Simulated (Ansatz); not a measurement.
A CCSD(T) single point on C3H4FNO, SMILES `C=C(O)C(=N)F`.

```yaml
crystal:
  periodic: [false, false, false]
  atoms:
    - {symbol: C, position_ang: [0.367582, -1.362558, 0.219166]}
    - {symbol: C, position_ang: [0.043597, -0.099366, 0.481604]}
    - {symbol: O, position_ang: [-0.074849, 0.455356, 1.708246]}
    - {symbol: C, position_ang: [-0.231193, 0.865103, -0.608702]}
    - {symbol: N, position_ang: [-0.194178, 0.586236, -1.824742]}
    - {symbol: F, position_ang: [-0.528445, 2.088566, -0.148224]}
    - {symbol: H, position_ang: [0.430209, -1.691399, -0.807114]}
    - {symbol: H, position_ang: [0.569422, -2.072217, 1.012817]}
    - {symbol: H, position_ang: [0.114760, -0.215877, 2.370563]}
    - {symbol: H, position_ang: [-0.413904, 1.394957, -2.400714]}
basis:
  gaussian: {orbitals: def2-TZVPP}
correlation: {method: ccsd_t}
output: {orbitals: {seedname: orbitals}}
```

```sh
$ ansatz run in.yaml --threads 4 --pin off --events-out ev --progress --plain --max-ram 10444MiB
```

Log, shortened:

```
Functional definition: HF
1513 factors; integrals over basis functions are off by at most 9.6e-4 eV
mean field evaluation 1: about -9377.1870 eV, gradient 4.7e1 eV
mean field evaluation 2: about -9377.5104 eV, gradient 4.7e1 eV
mean field evaluation 4: about -9382.1142 eV, gradient 5.0e0 eV
mean field evaluation 8: about -9382.2156 eV, gradient 5.4e-1 eV
mean field evaluation 16: about -9382.2177 eV, gradient 2.9e-6 eV
mean field -9382.21768462 eV, -344.7901404143 hartree, gradient 2.9e-6 eV, S^2 0.000000; 0 other end points of the search recorded, 0 dependent functions left out; unrestricted orbitals would lower it
6 core orbitals not correlated: weight in the atoms' cores, before any rotation towards them, 1.000 or more for the frozen orbitals, at most 0.000 for the correlated occupied ones
reference -9382.21768462 eV, -344.7901404143 hartree; 17, 17 occupied and 219, 219 virtual orbitals, 1513 factors
second order -31.47773041 eV of doubles, -0.00000000 eV of singles
cycle   1  -31.10575036 eV  change    3.7e-1 eV  update   1.2e-1
cycle   2  -31.84520998 eV  change   -7.4e-1 eV  update   3.9e-2
cycle   3  -32.03252658 eV  change   -1.9e-1 eV  update   2.0e-2
cycle   4  -32.01586013 eV  change    1.7e-2 eV  update   5.0e-3
cycle   5  -32.01277700 eV  change    3.1e-3 eV  update   2.3e-3
cycle   6  -32.01465381 eV  change   -1.9e-3 eV  update   7.1e-4
cycle   7  -32.01440203 eV  change    2.5e-4 eV  update   3.2e-4
cycle   8  -32.01419889 eV  change    2.0e-4 eV  update   1.2e-4
cycle   9  -32.01423499 eV  change   -3.6e-5 eV  update   5.4e-5
cycle  10  -32.01424754 eV  change   -1.3e-5 eV  update   1.6e-5
perturbative correction -1.37689170 eV, -0.0505998367 hartree
Total energy: -9415.60882386 eV, -346.0172421479 hartree
```

Hardware: 4 threads of an Intel Xeon Platinum 8259CL on a shared host. Wall time 110 s, peak host memory 5.3 GiB.

MP2 recovers 94.3 % of the CCSD(T) correlation energy and the triples give 4.1 %; T1 = 0.0133.
